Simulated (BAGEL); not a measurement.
# singlet BNH3S+ at 5 levels

Aim: a comparison of 5 runs (HF/def2-SVPD, B3LYP/6-31G*, B3LYP/def2-SVPD, PBE0/def2-SVPD, RI-MP2/def2-SVPD) of singlet BNH3S+. 

The calculation is run with BAGEL 1.2.2.

## Step 1: Starting point

BNH3S+ has 6 atoms, charge +1, and is taken as a singlet. As SMILES of the parent species, `N[B]S`. Geometry: relaxed at PBE0-D4/def2-TZVP. This is one conformer, not always the lowest. That shape belongs to the parent species and isn't relaxed for this state.

Bond lengths: N1–B2 1.380 Å, B2–S3 1.779 Å, N1–H4 1.005 Å, N1–H5 1.010 Å, S3–H6 1.355 Å. Angles: N1–B2–S3 132.0°, B2–N1–H4 122.5°, B2–N1–H5 124.0°, B2–S3–H6 100.0°, H4–N1–H5 113.6°.

## Step 2: A single-point energy at HF/def2-SVPD (density fitting with qzvpp-jkfit) (run 1)

The input, hf.json:

```json
{ "bagel": [

{
  "title": "molecule",
  "basis": "def2-svpd.json",
  "df_basis": "qzvpp-jkfit",
  "angstrom": true,
  "geometry": [
    { "atom": "N", "xyz": [   -0.621200,    0.083000,   -0.756700 ] },
    { "atom": "B", "xyz": [   -0.538400,   -0.445500,    0.515700 ] },
    { "atom": "S", "xyz": [    0.781100,   -0.475200,    1.709200 ] },
    { "atom": "H", "xyz": [   -1.454200,    0.016000,   -1.315600 ] },
    { "atom": "H", "xyz": [    0.135500,    0.569200,   -1.216600 ] },
    { "atom": "H", "xyz": [    1.739200,    0.188500,    1.017800 ] }
  ]
},
{
  "title": "hf",
  "charge": 1
},
{
  "title": "print",
  "file": "orbitals.molden",
  "orbitals": true
}

]}
```

The basis set def2-SVPD is read from a file made from the Basis Set Exchange's data (not shown).

On the command line:

```bash
$ BAGEL_NUM_THREADS=1 BAGEL hf.json > hf.out
```

Standard output:

```text
* using 1 threads per process

  ===============================================================
  ===============================================================

  *** Geometry ***

  { "atom" : "N", "xyz" : [     -1.173898,      0.156847,     -1.429956 ] },
  { "atom" : "B", "xyz" : [     -1.017429,     -0.841873,      0.974532 ] },
  { "atom" : "S", "xyz" : [      1.476065,     -0.897998,      3.229920 ] },
  { "atom" : "H", "xyz" : [     -2.748040,      0.030236,     -2.486124 ] },
  { "atom" : "H", "xyz" : [      0.256058,      1.075632,     -2.299041 ] },
  { "atom" : "H", "xyz" : [      3.286612,      0.356213,      1.923363 ] },

  Number of auxiliary basis functions:      334

  Since a DF basis is specified, we compute 2- and 3-index integrals:
    o Being stored without compression. Storage requirement is 0.022 GB

  Number of basis functions:       91
  Number of electrons      :       31

    * METHOD: MOLECULE                             0.12

  *** RHF ***

  === Nuclear Repulsion ===
    81.7052129035

      * DIIS with orbital gradients will be used.

  === RHF iteration (def2-svpd.json) ===
      0       -477.82452894          0.01644929           0.03
      1       -477.93059828          0.01059167           0.03
      2       -477.96364786          0.00174387           0.04
[... 10 lines of this table left out ...]
     13       -477.96574566          0.00000001           0.03
    * SCF iteration converged.

    * Permanent dipole moment:
           (    0.925154,    -0.179675,     1.198284) a.u.

    * METHOD: HF                                   0.63

    * METHOD: PRINT                                0.02

  ===============================================================
```

Wall time 0.91 s (1 thread of Arm Neoverse V1, shared host); peak memory 0.089 GiB.

## Step 3: A single-point energy at B3LYP/6-31G(d) (density fitting with qzvpp-jkfit, spherical functions) (run 2)

The input, input.json:

```json
{ "bagel": [

{
  "title": "molecule",
  "basis": "6-31gs.json",
  "df_basis": "qzvpp-jkfit",
  "angstrom": "true",
  "geometry": [
    { "atom": "N", "xyz": [   -0.621200,    0.083000,   -0.756700 ] },
    { "atom": "B", "xyz": [   -0.538400,   -0.445500,    0.515700 ] },
    { "atom": "S", "xyz": [    0.781100,   -0.475200,    1.709200 ] },
    { "atom": "H", "xyz": [   -1.454200,    0.016000,   -1.315600 ] },
    { "atom": "H", "xyz": [    0.135500,    0.569200,   -1.216600 ] },
    { "atom": "H", "xyz": [    1.739200,    0.188500,    1.017800 ] }
  ]
},
{ "title": "ks", "xc_func": "b3lyp", "charge": 1 },
{ "title": "print", "file": "orbitals.molden", "orbitals": "true" }

]}
```

The basis set 6-31G* is read from a file made from the Basis Set Exchange's data (not shown).

On the command line:

```bash
$ BAGEL_NUM_THREADS=1 BAGEL input.json > input.out
```

Standard output:

```text
* using 1 threads per process

  ===============================================================
  ===============================================================

  *** Geometry ***

[... 19 lines left out ...]
    * Removing 9572 points whose weight is below 1.00e-10
[... 2 lines left out ...]
  === Nuclear Repulsion ===
    81.7052129035

       - DIIS with orbital gradients will be used.

  === KS iteration (b3lyp / 6-31gs.json) ===
      0       -451.75639404          0.13473789           0.20
      1       -449.86007272          0.17621475           0.16
      2       -441.34714928          0.14795508           0.14
[... 18 lines of this table left out ...]
     21       -479.29019882          0.00000001           0.12
    * SCF iteration converged.

    * Permanent dipole moment:
           (    0.814933,    -0.283532,     1.340395) a.u.

    * METHOD: KS                                   3.22

    * METHOD: PRINT                                0.01

  ===============================================================
```

Wall time 3.6 s (1 thread of Arm Neoverse V1, shared host); peak memory 0.22 GiB.

Runs 3 to 4 aren't shown in full; the table further down has their settings and results.

## Step 4: A single-point energy at RI-MP2/def2-SVPD (density fitting with qzvpp-jkfit) (run 5)

The input, input.json:

```json
{ "bagel" : [

{
  "title" : "molecule",
  "basis" : "def2-svpd.json",
  "df_basis" : "qzvpp-jkfit",
  "angstrom" : true,
  "geometry" : [
    { "atom" : "N", "xyz" : [      -0.621200,       0.083000,      -0.756700 ] },
    { "atom" : "B", "xyz" : [      -0.538400,      -0.445500,       0.515700 ] },
    { "atom" : "S", "xyz" : [       0.781100,      -0.475200,       1.709200 ] },
    { "atom" : "H", "xyz" : [      -1.454200,       0.016000,      -1.315600 ] },
    { "atom" : "H", "xyz" : [       0.135500,       0.569200,      -1.216600 ] },
    { "atom" : "H", "xyz" : [       1.739200,       0.188500,       1.017800 ] }
  ]
},

{
  "title" : "hf",
  "charge" : 1
},

{
  "title" : "mp2",
  "charge" : 1,
  "ncore" : 7
}

]}
```

The basis set def2-SVPD is read from a file made from the Basis Set Exchange's data (not shown).

On the command line:

```bash
$ BAGEL_NUM_THREADS=1 BAGEL input.json > input.out
```

Standard output:

```text
* using 1 threads per process

  ===============================================================
  ===============================================================

  *** Geometry ***

[... 30 lines left out ...]
    * SCF iteration converged.
[... 1 line left out ...]
    * Permanent dipole moment:
[... 2 lines left out ...]
    * METHOD: HF                                   0.58

  *** RHF ***

  === Nuclear Repulsion ===
    81.7052129035

      * DIIS with orbital gradients will be used.

  === RHF iteration (def2-svpd.json) ===
      0       -477.96574566          0.00000000           0.03
    * SCF iteration converged.

    * Permanent dipole moment:
           (    0.925154,    -0.179676,     1.198284) a.u.

  === DF-MP2 calculation ===

    * freezing 7 orbitals
    * 3-index integral transformation done
    * assembly done

      MP2 correlation energy:   -0.3802815049      0.02

      MP2 total energy:       -478.3460271692

    * METHOD: MP2                                  0.09

  ===============================================================
```

Wall time 0.93 s (1 thread of Arm Neoverse V1, shared host); peak memory 0.089 GiB.

## Step 5: All runs side by side

```csv
run,level,frozen core orbitals,energy (Eh),HOMO energy (eV),LUMO energy (eV),HOMO–LUMO gap (eV),wall time
1,HF/def2-SVPD (density fitting with qzvpp-jkfit),–,-477.965746,-16.45,-6.52,9.94,0.91 s
2,"B3LYP/6-31G* (density fitting with qzvpp-jkfit, spherical functions)",–,-479.290199,-13.35,-10.47,2.88,3.6 s
3,B3LYP/def2-SVPD (density fitting with qzvpp-jkfit),–,-479.148567,-13.47,-10.52,2.96,6.6 s
4,PBE0/def2-SVPD (density fitting with qzvpp-jkfit),–,-478.887419,-13.73,-10.23,3.50,5.4 s
5,RI-MP2/def2-SVPD (density fitting with qzvpp-jkfit),7,-478.346027,–,–,–,0.93 s
```

## Step 6: Outcome

```
                                          quantity          value
                               run 5: total energy  -478.34603 Eh
run 5: correlation energy (7 core orbitals frozen)     -380.3 mEh
```

In words: Over runs 1, 2, 3, 4 the HOMO–LUMO gap runs from 2.88 eV (B3LYP/6-31G*) to 9.94 eV (HF/def2-SVPD). The two ends differ in method and basis. Totals of different functionals can't be ranked against each other. All runs together took 17 s, the longest 6.6 s.
